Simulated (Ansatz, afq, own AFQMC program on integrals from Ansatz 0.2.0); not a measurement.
# NH₂O (quartet): quantum Monte Carlo beside coupled cluster at distance O1–H3 along a hydrogen transfer = 1.119 Å, cc-pVTZ

How near does AFQMC come to the top of the ladder for NH₂O (quartet)?

Computed with Ansatz 0.2.0, Gaussian basis, and an in-house AFQMC program (afq) on its integrals; all values are calculated. Level: cc-pVTZ, frozen cores.

To be run: PBE (unrestricted); r2SCAN (unrestricted); PBE0 (unrestricted); B3LYP (unrestricted); CCSD(T) on UHF; wB97M-V (unrestricted); B2PLYP (unrestricted); CCSDT(Q) on UHF; CCSD(T) on UHF; CCSD(T) on UHF; Phaseless AFQMC, CISD trial on UHF.

### 1 The geometry

The geometry derives from fragments relaxed apart (PBE0/def2-TZVP) and kept rigid, so it is no stationary point. A hydrogen atom is moved between rigid fragments.

4 atoms, charge 0, spin multiplicity 4.

Atoms are counted from 1 here; the program's logs count them from 0.

Bond lengths: O1–H2 0.960 Å, O1–H3 1.119 Å. Angles: H2–O1–H3 105.1°.

### 2 PBE (unrestricted)

in.yaml reads:

```yaml
crystal:
  periodic: [false, false, false]
  atoms:
    - {symbol: O, position_ang: [-1.145392, -0.029165, 0.000000]}
    - {symbol: H, position_ang: [-1.394702, 0.897410, 0.000000]}
    - {symbol: H, position_ang: [-0.026392, -0.029165, 0.000000]}
    - {symbol: N, position_ang: [1.410608, -0.029165, 0.000000]}
basis:
  gaussian: {orbitals: cc-pVTZ}
magnetization: {spin_polarized: true, initial_magnetization: 3}
hamiltonian: {xc: {name: PBE}}
output: {orbitals: {seedname: orbitals}}
```

Command:

```
$ ansatz run in.yaml --threads 1 --pin off --events-out ev --progress --plain --max-ram 5632MiB --backend cpu
```

Log:

```text
Functional definition: PBE
  name "PBE"
  cite "Perdew, Burke & Ernzerhof, Phys. Rev. Lett. 77, 3865 (1996) doi:10.1103/PhysRevLett.77.3865"
  parent pbe
  parameter kappa = 0.804
  parameter beta = 0.06672455060314922
  exchange = pbe_x(kappa = kappa, mu = beta*pi^2/3)
  correlation = pbe_c(beta = beta)
462 factors; their error is unknown
mean field evaluation 1: about -3556.3826 eV, gradient 4.1e1 eV
mean field evaluation 2: about -3461.4386 eV, gradient 1.3e2 eV
mean field evaluation 4: about -3561.6232 eV, gradient 5.1e0 eV
mean field evaluation 8: about -3561.7208 eV, gradient 1.3e-1 eV
mean field evaluation 16: about -3561.7091 eV, gradient 1.1e-4 eV
mean field evaluation 32: about -3561.4946 eV, gradient 5.7e0 eV
mean field -3561.70912525 eV, -130.8903961400 hartree, gradient 1.4e-5 eV, S^2 3.754988; 3 other end points of the search recorded, 0 dependent functions left out
reference -3561.70914360 eV, -130.8903968143 hartree; 10, 7 occupied and 78, 81 virtual orbitals, 462 factors
Total energy: -3561.70914360 eV, -130.8903968143 hartree
```

It took 1.6 s on 1 thread of AMD EPYC 7R13 (Zen 3), shared host; peak memory 1.6 GiB.

From the report: ⟨S²⟩ of the determinant 3.755 (pure quartet: 3.75).

### 3 r2SCAN (unrestricted)

Edit in.yaml of step 2 so:

```diff
@@ -10,3 +10,2 @@
 magnetization: {spin_polarized: true, initial_magnetization: 3}
-hamiltonian: {xc: {name: PBE}}
-output: {orbitals: {seedname: orbitals}}
+hamiltonian: {xc: {name: r2SCAN}}
```

The command is unchanged.

Log:

```text
Functional definition: r2SCAN
  name "r2SCAN"
  cite "Furness, Kaplan, Ning, Perdew & Sun, J. Phys. Chem. Lett. 11, 8208 (2020) doi:10.1021/acs.jpclett.0c02405"
  cite "Furness, Kaplan, Ning, Perdew & Sun, J. Phys. Chem. Lett. 11, 9248 (2020) doi:10.1021/acs.jpclett.0c03077"
  parent r2scan
  parameter k0 = 0.174
  parameter k1 = 0.065
  parameter a1 = 4.9479
  exchange = r2scan_x(k0 = k0, k1 = k1, a1 = a1)
  correlation = r2scan_c
462 factors; their error is unknown
mean field evaluation 1: about -3559.5377 eV, gradient 3.7e1 eV
mean field evaluation 2: about -3491.2032 eV, gradient 1.1e2 eV
mean field evaluation 4: about -3564.0520 eV, gradient 3.6e0 eV
mean field evaluation 8: about -3564.0914 eV, gradient 2.1e-1 eV
mean field evaluation 16: about -3564.0915 eV, gradient 4.6e-5 eV
mean field -3564.09153452 eV, -130.9779480656 hartree, gradient 4.6e-5 eV, S^2 3.760105; 0 other end points of the search recorded, 0 dependent functions left out
reference -3564.09154062 eV, -130.9779482896 hartree; 10, 7 occupied and 78, 81 virtual orbitals, 462 factors
Total energy: -3564.09154062 eV, -130.9779482896 hartree
```

Run time: 1.6 s. Hardware: 1 thread of AMD EPYC 7R13 (Zen 3), shared host; peak memory 1.6 GiB.

From the report: ⟨S²⟩ of the determinant 3.760 (pure quartet: 3.75).

### 4 PBE0 (unrestricted)

Edit in.yaml of step 3 so:

```diff
@@ -10,2 +10,3 @@
 magnetization: {spin_polarized: true, initial_magnetization: 3}
-hamiltonian: {xc: {name: r2SCAN}}
+hamiltonian: {xc: {name: PBE0}}
+output: {orbitals: {seedname: orbitals}}
```

Launched as before.

Log:

```text
Functional definition: PBE0
  name "PBE0"
  cite "Adamo & Barone, J. Chem. Phys. 110, 6158 (1999) doi:10.1063/1.478522"
  cite "Perdew, Burke & Ernzerhof, Phys. Rev. Lett. 77, 3865 (1996) doi:10.1103/PhysRevLett.77.3865"
  parent pbe
  parameter a = 0.25
  parameter kappa = 0.804
  parameter beta = 0.06672455060314922
  exchange = (1 - a)*pbe_x(kappa = kappa, mu = beta*pi^2/3) + a*exact_x
  correlation = pbe_c(beta = beta)
465 factors; their error is unknown
mean field evaluation 1: about -3557.8676 eV, gradient 3.4e1 eV
mean field evaluation 2: about -3521.1907 eV, gradient 8.9e1 eV
mean field evaluation 4: about -3561.7206 eV, gradient 4.1e0 eV
mean field evaluation 8: about -3561.7997 eV, gradient 7.0e-2 eV
mean field evaluation 16: about -3561.7977 eV, gradient 5.8e-5 eV
mean field -3561.79772435 eV, -130.8936520965 hartree, gradient 1.3e-5 eV, S^2 3.758380; 0 other end points of the search recorded, 0 dependent functions left out
reference -3561.79773780 eV, -130.8936525908 hartree; 10, 7 occupied and 78, 81 virtual orbitals, 465 factors
Total energy: -3561.79773780 eV, -130.8936525908 hartree
```

Wall time 0.97 s (1 thread of AMD EPYC 7R13 (Zen 3), shared host); peak memory 1.6 GiB.

From the report: ⟨S²⟩ of the determinant 3.758 (pure quartet: 3.75).

### 5 B3LYP (unrestricted)

Edit in.yaml of step 4 so:

```diff
@@ -10,3 +10,2 @@
 magnetization: {spin_polarized: true, initial_magnetization: 3}
-hamiltonian: {xc: {name: PBE0}}
-output: {orbitals: {seedname: orbitals}}
+hamiltonian: {xc: {name: B3LYP}}
```

Same command.

Log, cut to the lines that bear on the results:

```text
Functional definition: B3LYP
  name "B3LYP"
  cite "Stephens, Devlin, Chabalowski & Frisch, J. Phys. Chem. 98, 11623 (1994) doi:10.1021/j100096a001"
  cite "Becke, Phys. Rev. A 38, 3098 (1988) doi:10.1103/PhysRevA.38.3098"
  cite "Lee, Yang & Parr, Phys. Rev. B 37, 785 (1988) doi:10.1103/PhysRevB.37.785"
  cite "Vosko, Wilk & Nusair, Can. J. Phys. 58, 1200 (1980) doi:10.1139/p80-159"
[...]
462 factors; their error is unknown
[...]
mean field -3565.79920930 eV, -131.0407039563 hartree, gradient 1.3e-5 eV, S^2 3.758251; 0 other end points of the search recorded, 0 dependent functions left out
reference -3565.79934274 eV, -131.0407088601 hartree; 10, 7 occupied and 78, 81 virtual orbitals, 462 factors
Total energy: -3565.79934274 eV, -131.0407088601 hartree
```

Run time: 0.93 s. Hardware: 1 thread of AMD EPYC 7R13 (Zen 3), shared host; peak memory 1.6 GiB.

From the report: ⟨S²⟩ of the determinant 3.758 (pure quartet: 3.75).

### 6 CCSD(T) on UHF

Edit in.yaml of step 5 so:

```diff
@@ -10,2 +10,2 @@
 magnetization: {spin_polarized: true, initial_magnetization: 3}
-hamiltonian: {xc: {name: B3LYP}}
+correlation: {method: ccsd_t, electrons: outside_noble_gas, hamiltonian_folder: ham}
```

Command:

```
$ ansatz run in.yaml --threads 1 --pin off --events-out ev --progress --plain --max-ram 16896MiB --backend cuda --devices 0, --max-vram 18GiB
```

Log, cut to the lines that bear on the results:

```text
Functional definition: HF
  name "HF"
  cite "Fock, Z. Phys. 61, 126 (1930) doi:10.1007/BF01340294"
  parent pbe
[...]
524 factors; integrals over basis functions are off by at most 1.1e-3 eV
[...]
mean field -3548.67179354 eV, -130.4112830366 hartree, gradient 8.0e-6 eV, S^2 3.768928; 1 other end points of the search recorded, 0 dependent functions left out
determinant -3548.67179354 eV, -130.4112830366 hartree, with singles and doubles -3559.41428482 eV, -130.8060623095 hartree
determinant -3545.51040791 eV, -130.2951042575 hartree, with singles and doubles -3555.93793338 eV, -130.6783087503 hartree
2 core orbitals not correlated: weight in the atoms' cores, before any rotation towards them, 1.000 or more for the frozen orbitals, at most 0.000 for the correlated occupied ones
reference -3548.67179354 eV, -130.4112830366 hartree; 8, 5 occupied and 78, 81 virtual orbitals, 524 factors
second order -10.11126069 eV of doubles, -0.00000000 eV of singles
cycle   1  -10.65030006 eV  change    -1.1e0 eV  update   1.7e-2
[...]
cycle   9  -10.68252646 eV  change    1.3e-5 eV  update   1.5e-5
perturbative correction -0.33308759 eV, -0.0122407431 hartree
Total energy: -3559.68740760 eV, -130.8160993864 hartree
```

Wall time 6.5 s (1 × NVIDIA H100 80GB HBM3 with 1 thread of AMD EPYC 7R13 (Zen 3), shared host); peak host memory 1.6 GiB.

From the report: ⟨S²⟩ of the determinant 3.769 (pure quartet: 3.75); correlation -11.0156 eV; T1 0.014; largest double amplitude 0.03.

This run also writes the integrals to the folder ham.

### 7 wB97M-V (unrestricted)

Edit in.yaml of step 6 so:

```diff
@@ -10,2 +10,3 @@
 magnetization: {spin_polarized: true, initial_magnetization: 3}
-correlation: {method: ccsd_t, electrons: outside_noble_gas, hamiltonian_folder: ham}
+hamiltonian: {xc: {name: wB97M-V}}
+output: {orbitals: {seedname: orbitals}}
```

Command:

```
$ ansatz run in.yaml --threads 1 --pin off --events-out ev --progress --plain --max-ram 5632MiB --backend cpu
```

Log, cut to the lines that bear on the results:

```text
Functional definition: wB97M-V
  name "wB97M-V"
  cite "Mardirossian & Head-Gordon, J. Chem. Phys. 144, 214110 (2016) doi:10.1063/1.4952647"
  cite "Becke, J. Chem. Phys. 107, 8554 (1997) doi:10.1063/1.475007"
  cite "Vydrov & Van Voorhis, J. Chem. Phys. 133, 244103 (2010) doi:10.1063/1.3521275"
  # Of w^i u^j: cxij and so on, Table III.
[...]
  gx(w, u) = 1 - cx + cx01*u + cx10*w
  gss(w, u) = css00 + css04*u^4 + css10*w + css20*w^2 + css43*w^4*u^3
  gos(w, u) = cos00 + cos10*w + (cos20 + cos21*u)*w^2 + (cos60 + cos61*u)*w^6
[...]
      + integral(e_c_pw_mod_opposite_spin*gos(b97_w_opposite, b97_u_opposite)) + vv10(b, c)
462 factors; their error is unknown
96 factors; integrals over basis functions are off by at most 9.7e-5 eV
[...]
mean field -3564.41570079 eV, -130.9898609561 hartree, gradient 6.1e-5 eV, S^2 3.757413; 0 other end points of the search recorded, 0 dependent functions left out
reference -3564.41572371 eV, -130.9898617986 hartree; 10, 7 occupied and 78, 81 virtual orbitals, 462 factors
Total energy: -3564.41572371 eV, -130.9898617986 hartree
```

It took 2.5 s on 1 thread of AMD EPYC 7R13 (Zen 3), shared host; peak memory 1.6 GiB.

From the report: ⟨S²⟩ of the determinant 3.757 (pure quartet: 3.75).

### 8 B2PLYP (unrestricted)

Edit in.yaml of step 7 so:

```diff
@@ -10,3 +10,3 @@
 magnetization: {spin_polarized: true, initial_magnetization: 3}
-hamiltonian: {xc: {name: wB97M-V}}
-output: {orbitals: {seedname: orbitals}}
+hamiltonian: {xc: {name: B2PLYP}}
+correlation: {electrons: outside_noble_gas}
```

The command is unchanged.

Log, cut to the lines that bear on the results:

```text
Functional definition: B2PLYP
  name "B2PLYP"
  cite "Grimme, J. Chem. Phys. 124, 034108 (2006) doi:10.1063/1.2148954"
  cite "Becke, Phys. Rev. A 38, 3098 (1988) doi:10.1103/PhysRevA.38.3098"
  cite "Lee, Yang & Parr, Phys. Rev. B 37, 785 (1988) doi:10.1103/PhysRevB.37.785"
[...]
524 factors; integrals over basis functions are off by at most 1.1e-3 eV
[...]
mean field -3560.00093804 eV, -130.8276214177 hartree, gradient 2.3e-6 eV, S^2 3.763425; 0 other end points of the search recorded, 0 dependent functions left out
2 core orbitals not correlated: weight in the atoms' cores, before any rotation towards them, 1.000 or more for the frozen orbitals, at most 0.000 for the correlated occupied ones
reference -3560.00102156 eV, -130.8276244870 hartree; 8, 5 occupied and 78, 81 virtual orbitals, 524 factors
second order -12.16329325 eV of doubles, -0.00000000 eV of singles
Total energy: -3563.28511074 eV, -130.9483125383 hartree
```

Wall time 1.4 s (1 thread of AMD EPYC 7R13 (Zen 3), shared host); peak memory 1.6 GiB.

From the report: ⟨S²⟩ of the determinant 3.763 (pure quartet: 3.75).

### 9 CCSDT(Q) on UHF

Edit in.yaml of step 8 so:

```diff
@@ -10,3 +10,2 @@
 magnetization: {spin_polarized: true, initial_magnetization: 3}
-hamiltonian: {xc: {name: B2PLYP}}
-correlation: {electrons: outside_noble_gas}
+correlation: {method: ccsdt_q, electrons: outside_noble_gas}
```

Command:

```
$ ansatz run in.yaml --threads 1 --pin off --events-out ev --progress --plain --max-ram 16896MiB --backend cuda --devices 0, --max-vram 18GiB
```

Log, cut to the lines that bear on the results:

```text
Functional definition: HF
  name "HF"
  cite "Fock, Z. Phys. 61, 126 (1930) doi:10.1007/BF01340294"
  parent pbe
[...]
1095 factors; integrals over basis functions are off by at most 2.1e-7 eV
[...]
mean field -3548.67181169 eV, -130.4112837033 hartree, gradient 7.5e-6 eV, S^2 3.768928; 1 other end points of the search recorded, 0 dependent functions left out
determinant -3548.67181169 eV, -130.4112837033 hartree, with singles and doubles -3559.41433182 eV, -130.8060640366 hartree
determinant -3545.51041909 eV, -130.2951046682 hartree, with singles and doubles -3555.93796747 eV, -130.6783100031 hartree
2 core orbitals not correlated: weight in the atoms' cores, before any rotation towards them, 1.000 or more for the frozen orbitals, at most 0.000 for the correlated occupied ones
reference -3548.67181169 eV, -130.4112837033 hartree; 8, 5 occupied and 78, 81 virtual orbitals, 1095 factors
second order -10.11128953 eV of doubles, -0.00000000 eV of singles
cycle   1  -10.37632854 eV  change   -2.7e-1 eV  update   7.2e-2
[...]
cycle  19  -11.03159356 eV  change    1.4e-8 eV  update   1.5e-6
perturbative correction -0.01680624 eV, -0.0006176178 hartree
Total energy: -3559.72021149 eV, -130.8173049071 hartree
```

Run time: 36 s. Hardware: 1 × NVIDIA H100 80GB HBM3 with 1 thread of AMD EPYC 7R13 (Zen 3), shared host; peak host memory 1.6 GiB.

From the report: ⟨S²⟩ of the determinant 3.769 (pure quartet: 3.75); correlation -11.0484 eV; T1 0.015; largest double amplitude 0.04.

### 10 CCSD(T) on UHF

Edit in.yaml of step 9 so:

```diff
@@ -8,4 +8,4 @@
 basis:
-  gaussian: {orbitals: cc-pVTZ}
+  gaussian: {orbitals: def2-TZVPP}
 magnetization: {spin_polarized: true, initial_magnetization: 3}
-correlation: {method: ccsdt_q, electrons: outside_noble_gas}
+correlation: {method: ccsd_t, electrons: outside_noble_gas}
```

Same command.

Log, cut to the lines that bear on the results:

```text
Functional definition: HF
  name "HF"
  cite "Fock, Z. Phys. 61, 126 (1930) doi:10.1007/BF01340294"
  parent pbe
[...]
559 factors; integrals over basis functions are off by at most 1.1e-3 eV
[...]
mean field -3548.86615026 eV, -130.4184255140 hartree, gradient 6.7e-6 eV, S^2 3.769417; 1 other end points of the search recorded, 0 dependent functions left out
determinant -3548.86615026 eV, -130.4184255140 hartree, with singles and doubles -3559.57628814 eV, -130.8120158217 hartree
determinant -3545.69899905 eV, -130.3020348540 hartree, with singles and doubles -3556.08258362 eV, -130.6836245485 hartree
2 core orbitals not correlated: weight in the atoms' cores, before any rotation towards them, 1.000 or more for the frozen orbitals, at most 0.000 for the correlated occupied ones
reference -3548.86615026 eV, -130.4184255140 hartree; 8, 5 occupied and 80, 83 virtual orbitals, 559 factors
second order -10.07846890 eV of doubles, -0.00000000 eV of singles
cycle   1  -10.62291695 eV  change    -1.0e0 eV  update   1.7e-2
[...]
cycle  10  -10.65289595 eV  change    2.8e-6 eV  update   6.3e-6
perturbative correction -0.33359073 eV, -0.0122592331 hartree
Total energy: -3559.85263693 eV, -130.8221714526 hartree
```

Run time: 4.6 s. Hardware: 1 × NVIDIA H100 80GB HBM3 with 1 thread of AMD EPYC 7R13 (Zen 3), shared host; peak host memory 1.6 GiB.

From the report: ⟨S²⟩ of the determinant 3.769 (pure quartet: 3.75); correlation -10.9865 eV; T1 0.014; largest double amplitude 0.03.

### 11 CCSD(T) on UHF

Edit in.yaml of step 10 so:

```diff
@@ -8,3 +8,3 @@
 basis:
-  gaussian: {orbitals: def2-TZVPP}
+  gaussian: {orbitals: "def2-QZVPP.json"}
 magnetization: {spin_polarized: true, initial_magnetization: 3}
```

Same command.

Log, cut to the lines that bear on the results:

```text
Functional definition: HF
  name "HF"
  cite "Fock, Z. Phys. 61, 126 (1930) doi:10.1007/BF01340294"
  parent pbe
[...]
1083 factors; integrals over basis functions are off by at most 1.5e-3 eV
[...]
mean field -3549.02813946 eV, -130.4243785075 hartree, gradient 3.1e-6 eV, S^2 3.769319; 1 other end points of the search recorded, 0 dependent functions left out
determinant -3549.02813946 eV, -130.4243785075 hartree, with singles and doubles -3560.55498616 eV, -130.8479823104 hartree
determinant -3545.86834498 eV, -130.3082582021 hartree, with singles and doubles -3557.08791794 eV, -130.7205699034 hartree
2 core orbitals not correlated: weight in the atoms' cores, before any rotation towards them, 1.000 or more for the frozen orbitals, at most 0.000 for the correlated occupied ones
reference -3549.02813946 eV, -130.4243785075 hartree; 8, 5 occupied and 164, 167 virtual orbitals, 1083 factors
second order -10.90545748 eV of doubles, -0.00000000 eV of singles
cycle   1  -11.30931845 eV  change    -1.2e0 eV  update   2.2e-2
[...]
cycle  10  -11.35151973 eV  change    5.3e-6 eV  update   9.2e-6
perturbative correction -0.39461604 eV, -0.0145018719 hartree
Total energy: -3560.77427522 eV, -130.8560410349 hartree
```

It took 6.5 s on 1 × NVIDIA H100 80GB HBM3 with 1 thread of AMD EPYC 7R13 (Zen 3), shared host; peak host memory 1.6 GiB.

From the report: ⟨S²⟩ of the determinant 3.769 (pure quartet: 3.75); correlation -11.7461 eV; T1 0.015; largest double amplitude 0.04.

### 12 Phaseless AFQMC, CISD trial on UHF

It reads the integrals that the CCSD(T) run on this determinant wrote.

Command:

```
$ afq ham --method phaseless --trial cisd --walkers 1500 --populations 20 --least-time 60 --time-step 0.005 --steps-per-block 50 --equilibration-blocks 28 --max-blocks 4000 --target-error 0.00021 --factor-cut 1e-05 --start spin_pure --seed 7698 --release-times 0.24,0.51,0.99,1.62,2.4 --release-step 0.03 --release-every 3 --taylor-order 6
```

Log:

```text
orbitals 86  electrons 8 5  factors 524 of 524
reference energy -130.41128304 Eh
CCSD correlation -0.39257566 Eh in 13 cycles, weight of the determinant in the CISD state 0.8964
energy of the start -130.802927 Eh
 block  time / (1/Eh)  mean weight  energy / Eh
     1     0.250  0.9992  -130.801890
     2     0.500  0.9994  -130.808029
     3     0.750  1.0007  -130.811570
     4     1.000  1.0002  -130.813685
     5     1.250  1.0005  -130.815920
     6     1.500  0.9998  -130.816496
     7     1.750  1.0000  -130.817017
     8     2.000  1.0004  -130.816660
     9     2.250  1.0003  -130.816692
    10     2.500  1.0008  -130.818252
    13     3.250  1.0008  -130.816490
    17     4.250  1.0002  -130.817430
    21     5.250  0.9993  -130.818746
    25     6.250  1.0003  -130.818471
    29     7.250  1.0005  -130.817803
    33     8.250  1.0004  -130.816815
    37     9.250  1.0003  -130.815465
    41    10.250  1.0001  -130.816598
    45    11.250  0.9997  -130.815344
    49    12.250  0.9989  -130.816414
    53    13.250  0.9998  -130.815712
    57    14.250  1.0002  -130.815386
    61    15.250  0.9994  -130.814952
    65    16.250  1.0001  -130.814930
    69    17.250  1.0007  -130.817697
    73    18.250  0.9996  -130.813854
    77    19.250  1.0005  -130.816126
    81    20.250  1.0002  -130.816476
    85    21.250  1.0006  -130.816009
    89    22.250  0.9991  -130.819032
    93    23.250  0.9993  -130.815617
    97    24.250  1.0011  -130.815960
   101    25.250  1.0011  -130.814851
   105    26.250  1.0000  -130.817475
   109    27.250  1.0003  -130.816890
   113    28.250  0.9996  -130.816125
   117    29.250  1.0004  -130.816032
   121    30.250  0.9986  -130.818215
   125    31.250  1.0000  -130.817996
   129    32.250  0.9998  -130.816107
   133    33.250  1.0000  -130.816659
   137    34.250  1.0008  -130.818003
   141    35.250  0.9994  -130.815351
   145    36.250  0.9999  -130.814905
   149    37.250  1.0000  -130.815089
   153    38.250  1.0012  -130.817161
   157    39.250  1.0003  -130.815804
   161    40.250  0.9998  -130.816954
   165    41.250  0.9997  -130.813367
   169    42.250  0.9997  -130.816777
   173    43.250  1.0006  -130.816869
   177    44.250  1.0000  -130.815017
error from the spread of 20 populations
released: time / (1/Eh)  energy / Eh  error  mean overlap
  0.24  -130.817086  0.000170  0.9951
  0.51  -130.817378  0.000173  0.9862
  0.99  -131.224143  0.406497  0.9772
  1.62  -130.817641  0.000260  0.9683
  2.40  -130.817421  0.000387  0.9525
energy -130.816349 +/- 0.000197 Eh
```

Wall time 4 min (1 × NVIDIA H100 80GB HBM3 with 2 threads of AMD EPYC 7R13 (Zen 3), shared host); peak host memory 1.8 GiB.

Energy -3559.6942 ± 0.0054 eV. Caveats: constraint bias not in the error.

### 13 All levels side by side

On the UHF determinant, counted from CCSDT(Q) (a yardstick, not exact):

```
                                                level  energy (eV)  from CCSDT(Q) (kJ/mol)  statistical error (kJ/mol)   time
                                                   HF   -3548.6718                 +1066.0                                   
                                                  MP2   -3558.7831                   +90.4                                   
                                                 CCSD   -3559.3543                   +35.3                                   
                                              CCSD(T)   -3559.6874                    +3.2                                   
                                             CCSDT(Q)   -3559.7202                     0.0                                   
Phaseless AFQMC, CISD trial, step 0.005, 1500 walkers   -3559.6942                    +2.5                         0.5  4 min
```

The functionals' totals stand on their own zeros and serve differences with other points: PBE -3561.709 eV; r2SCAN -3564.092 eV; PBE0 -3561.798 eV; B3LYP -3565.799 eV; wB97M-V -3564.416 eV; B2PLYP -3563.285 eV.

### 14 Outcome

| quantity | value |
| --- | --- |
| CCSD(T) on UHF from CCSDT(Q) | +3.2 kJ/mol |
| Phaseless AFQMC, CISD trial on UHF from CCSDT(Q) | +2.5 ± 0.5 kJ/mol |

In words: On UHF the phaseless walk with the CISD trial lies +2.5 kJ/mol from CCSDT(Q), 5 times its error bar. Error bars are statistical and leave out the constraint, the time step and what remains of the start.
